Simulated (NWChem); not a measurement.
# One shape, several levels: CHCl2F (dichlorofluoromethane)

Wanted: a comparison of 6 runs (HF/STO-3G, HF/3-21G, HF/def2-SVPD, B3LYP/6-31G*, MP2/def2-SVPD, CCSD/def2-SVPD) of CHCl2F (dichlorofluoromethane). 

The results are computed with NWChem 7.3.0.

1 further run of the same task is left out (set aside as unsound or not needed).

**1. The structure to begin with**

CHCl2F: 5 atoms, total charge 0, spin state singlet. SMILES: `FC(Cl)Cl`. The shape is that of a PBE0-D4/def2-TZVP optimisation.

Bond lengths: F1–C2 1.340 Å, C2–Cl3 1.759 Å, C2–Cl4 1.759 Å, C2–H5 1.088 Å. Angles: F1–C2–Cl3 109.4°, F1–C2–Cl4 109.4°, Cl3–C2–Cl4 111.6°, F1–C2–H5 109.7°, Cl3–C2–H5 108.4°, Cl4–C2–H5 108.4°.

**2. Energy and gradient at HF/STO-3G (run 1)**

Input file run.py:

```python
from ase import Atoms
from ase.calculators.nwchem import NWChem

mol = Atoms(['F', 'C', 'Cl', 'Cl', 'H'], positions=[
    [-0.590600, 0.132500, 1.230400],
    [0.006400, 0.099400, 0.030700],
    [1.459900, -0.886800, 0.126900],
    [-1.120400, -0.525200, -1.167100],
    [0.294600, 1.106400, -0.262500],
])

calc = NWChem(
    label='geom',
    theory='scf',
    memory='2200 mb',
    basis='STO-3G',
    basispar='spherical bse',
    scf={'nopen': '0', 'rhf': None, 'thresh': '1e-08', 'maxiter': '80'},
)
mol.calc = calc

forces = mol.get_forces()
e = mol.get_potential_energy()
print(f"E = {e:.6f} eV")
print("forces (eV/A):")
for s, f in zip(mol.symbols, forces):
    print(f"{s:2s} {f[0]:10.5f} {f[1]:10.5f} {f[2]:10.5f}")
print("dipole (e A):", mol.get_dipole_moment().round(4))
```

Run with:

```sh
export ASE_NWCHEM_COMMAND="nwchem PREFIX.nwi > PREFIX.nwo"
python run.py
```

What it wrote:

```text
E = -28440.297624 eV
forces (eV/A):
F    -0.75868    0.05728    1.52873
C    -0.09205    1.23721    0.52934
Cl    1.99374   -1.23578    0.03995
Cl   -1.44697   -0.75323   -1.68541
H     0.30396    0.69451   -0.41261
dipole (e A): [0.0179 0.3628 0.0658]
```

The calculator wrote geom.nwi:

```
title "geom"

permanent_dir geom

scratch_dir geom

start geom

geometry units angstrom nocenter noautosym noautoz
  F  -5.9060000000000001e-01 1.3250000000000001e-01 1.2303999999999999e+00
  C  6.4000000000000003e-03 9.9400000000000002e-02 3.0700000000000002e-02
  Cl 1.4599000000000000e+00 -8.8680000000000003e-01 1.2690000000000001e-01
  Cl -1.1204000000000001e+00 -5.2520000000000000e-01 -1.1671000000000000e+00
  H  2.9459999999999997e-01 1.1064000000000001e+00 -2.6250000000000001e-01
end

memory 2200 mb

basis spherical bse noprint
   * library STO-3G
end

scf
  nopen 0
  rhf
  thresh 1e-08
  maxiter 80
end

task scf gradient
```

geom.nwo:

```text
Northwest Computational Chemistry Package (NWChem) 7.3.0
             --------------------------------------------------------

           Job information
           ---------------

    nwchem branch   = 7.3.0
    use scalapack   = T
    input           = geom.nwi
    prefix          = geom.
    data base       = geom/geom.db
    status          = startup
    nproc           =        1

           Memory information
           ------------------

[... 5 lines left out ...]
    hardfail = no
[... 128 lines left out ...]
         Quadratically convergent ROHF
[... 15 lines left out ...]
       Final RHF  results
[... 4 lines left out ...]
      Two-electron energy =    612.824693869946
[... 38 lines left out ...]
                       ROHF Final Molecular Orbital Analysis
[... 186 lines left out ...]
                 ----------------------------------------
                 |  Time  |  1-e(secs)   |  2-e(secs)   |
                 ----------------------------------------
                 |  CPU   |       0.00   |       0.30   |
                 ----------------------------------------
                 |  WALL  |       0.00   |       0.30   |
                 ----------------------------------------

 Task  times  cpu:        1.4s     wall:        1.4s
 Total times  cpu:        1.5s     wall:        1.5s
```

It took 2.6 s on 1 thread of AMD EPYC 7B13 (Zen 3), shared host; peak memory 0.099 GiB.

**3. Energy and gradient at HF/3-21G (run 2)**

Input file input.xyz:

```xyz
5
CHCl2F hf
F     -0.590600     0.132500     1.230400
C      0.006400     0.099400     0.030700
Cl     1.459900    -0.886800     0.126900
Cl    -1.120400    -0.525200    -1.167100
H      0.294600     1.106400    -0.262500
```

Input file input.nw:

```
echo
start input
title "CHCl2F hf"
memory stack 880 mb heap 220 mb global 1100 mb

geometry units angstrom noautosym nocenter noautoz
  load input.xyz
end

basis spherical bse
  * library 3-21G
end

scf
  thresh 1e-08
  maxiter 80
end

task scf gradient
```

Run with:

```sh
nwchem input.nw > input.out
```

What it wrote:

```text
[...]
  functions       =    46
[...]
  wavefunction    = RHF
[...]
         Total SCF energy =  -1051.684976747255
      One-electron energy =  -1876.752326227890
      Two-electron energy =    613.113073603936
 Nuclear repulsion energy =    211.954275876699
        Time for solution =      1.0s
[...]
                         RHF ENERGY GRADIENTS
    atom               coordinates                        gradient
                 x          y          z           x          y          z
   1 F      -1.116072   0.250389   2.325119    0.011370   0.001826  -0.022160
   2 C       0.012094   0.187839   0.058015   -0.007816  -0.051484   0.001194
   3 Cl      2.758811  -1.675809   0.239806   -0.032783   0.021935  -0.003218
   4 Cl     -2.117249  -0.992484  -2.205499    0.026170   0.013667   0.026345
   5 H       0.556713   2.090793  -0.496053    0.003060   0.014057  -0.002161
[...]
```

Wall time 2.1 s (1 thread of AMD EPYC 7B13 (Zen 3), shared host); peak memory 0.1 GiB.

Runs 3 to 5 aren't shown in full; the table further down has their settings and results.

**4. The energy at CCSD/def2-SVPD (run 6)**

Input file work.nw:

```
start work
title "CHCl2F energy"
memory 2200 mb

geometry units angstrom noautosym nocenter noautoz
 F       -0.590600       0.132500       1.230400
 C        0.006400       0.099400       0.030700
 Cl       1.459900      -0.886800       0.126900
 Cl      -1.120400      -0.525200      -1.167100
 H        0.294600       1.106400      -0.262500
end

basis spherical bse
 F library def2-SVPD
 C library def2-SVPD
 Cl library def2-SVPD
 H library def2-SVPD
end

scf
 singlet
 rhf
 thresh 1e-08
 maxiter 80
 print medium
end

ccsd
 freeze core 12
 maxiter 60
end

task ccsd
```

Run with:

```sh
nwchem work.nw > work.out
```

What it wrote:

```text
[...]
  functions       =   105
[...]
  wavefunction    = RHF
[...]
         Total SCF energy =  -1056.487446438441
      One-electron energy =  -1882.024713296728
      Two-electron energy =    613.582990981588
 Nuclear repulsion energy =    211.954275876699
        Time for solution =     17.7s
[...]
 Total MP2 energy:          -1057.116748199950962
[...]
             energy      energy      error      ampl     ampl      Block
                                                time     time      time
[...]
 Total CCSD energy:          -1057.147692825270042
[...]
```

It took 2.9 min on 1 thread of AMD EPYC 7B13 (Zen 3), shared host; peak memory 0.28 GiB.

**5. The series**

```csv
run,level,iteration cap,module,energy (Eh),dipole moment (D),HOMO energy (eV),LUMO energy (eV),wall time
1,HF/STO-3G,80,scf,-1045.161669,1.77,-11.18,8.10,2.6 s
2,HF/3-21G,80,scf,-1051.684977,1.86,-12.78,3.77,2.1 s
3,HF/def2-SVPD,80,scf,-1056.487446,1.44,-12.65,2.50,25 s
4,B3LYP/6-31G* (spherical functions),100,dft,-1058.913370,1.34,-8.75,-0.43,15 s
5,MP2/def2-SVPD,80,mp2,-1057.116748,1.28,-12.65,2.50,48 s
6,CCSD/def2-SVPD,80,ccsd,-1057.147693,–,-12.65,2.50,2.9 min
```

**6. Summary of results**

| quantity | value |
| --- | --- |
| run 6: total energy | -1057.14769 Eh |
| run 6: HOMO energy (Hartree–Fock orbitals) | -12.65 eV |
| run 6: LUMO energy (Hartree–Fock orbitals) | 2.50 eV |
| run 6: HOMO–LUMO gap (Hartree–Fock orbitals) | 15.14 eV |
| run 6: correlation energy (12 core orbitals frozen) | -660.2 mEh |

Below the HF energy at the same shape and in the same basis (def2-SVPD): MP2 -629.3 mEh; CCSD -660.2 mEh. Over runs 1, 2, 3, 4, 5 the dipole moment (its size) runs from 1.28 D (MP2/def2-SVPD) to 1.86 D (HF/3-21G). The two ends differ in method and basis. Over runs 1, 2, 3, 4 the HOMO–LUMO gap runs from 8.32 eV (B3LYP/6-31G*) to 19.27 eV (HF/STO-3G). In run 1 the basis is minimal, so the values are rough. All runs together took 4.4 min, the longest 2.9 min.
